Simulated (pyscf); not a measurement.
Optimised with ωB97X-D3(BJ)/def2-SVP in PySCF.

SMILES: C[O][Ti]([OH])([OH])[OH]
```xyz
12

C     -1.2209     2.6356     0.7188
O     -0.5384     1.4433     0.4588
Ti    -0.7968    -0.2941     0.2513
O     -2.5456    -0.6408     0.4160
O     -0.2885    -0.8208    -1.3809
O      0.1314    -1.1647     1.5197
H     -2.3012     2.4499     0.8575
H     -0.8257     3.1094     1.6339
H     -1.0908     3.3432    -0.1189
H     -3.1829    -0.9392    -0.2398
H      0.1988    -0.3752    -2.0798
H      0.2058    -2.1152     1.6491
```
Charge 0, spin multiplicity 1.

Question: What is the homolytic dissociation enthalpy (298 K, ωB97M-D3(BJ)/def2-TZVP) of the O–Ti bond of H₃C–O–Ti(OH)(OH)–OH, to H₃C–O• + [HO–Ti(OH)–OH]•?

Answer: O–Ti to H₃C–O• + [HO–Ti(OH)–OH]•: 3.73 eV. The 7 functionals that were run give +3.61 (M06-2X) to +4.10 eV (PBE). The radicals are drawn with the spin at the cut bond; how far it spreads was not checked. H₃C–O• lies 0.30 eV over its isomer •H₂C–OH, and others may lie lower still (electronic energy, ωB97M-D3(BJ)). Other isomers of [HO–Ti(OH)–OH]• were not searched in full and may lie lower. Open-shell species with a d-block atom are single-reference here; other states, and whether the spin sits on metal or ligand, were not checked.
